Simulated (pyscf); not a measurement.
Structures and frequencies: ωB97X-D3(BJ)/def2-SVP in PySCF.

Q: For SiH₃⁺ + CH₄ → H₃C–SiH₂⁺ + H₂, a four-centre exchange (singlet surface; H–Si, C–H broken, C–Si, H–H formed), PBE/def2-TZVP gives ΔE‡ = -2.4 kcal/mol and ΔE = -11.2 kcal/mol (zero: the separated reactants). In which direction and how far do PBE0-D3(BJ)/def2-TZVP, M06-2X/def2-TZVP, ωB97M-D3(BJ)/def2-TZVP move these?

A: PBE0-D3(BJ): ΔE‡ = -0.3 kcal/mol, ΔE = -10.6 kcal/mol; M06-2X: ΔE‡ = 7.3 kcal/mol, ΔE = -10.0 kcal/mol; ωB97M-D3(BJ): ΔE‡ = 6.5 kcal/mol, ΔE = -9.7 kcal/mol. PBE's barrier lies under all of them, by 2.1 to 9.7 kcal/mol. Its reaction energy lies under all of them, by 0.6 to 1.6 kcal/mol. On the reactant side the descent ends in an adduct with a C–Si contact, 23.7 kcal/mol under the separated species and 29.0 kcal/mol under the saddle at ωB97X-D3(BJ)/def2-TZVP. On the product side the descent ends in a bound adduct, 11.4 kcal/mol under the separated species and 27.4 kcal/mol under the saddle at ωB97X-D3(BJ)/def2-TZVP. At PBE, PBE0-D3(BJ) the saddle lies under the separated reactants, which points to a path from their complex (located at ωB97X-D3(BJ) alone). What is counted as formed (C–Si) is already present as a longer contact in the reactant adduct; forming that adduct is a step of its own. At the saddle there is also a short H–Si contact that neither side keeps. One saddle was located; it need not be the lowest between these sides.
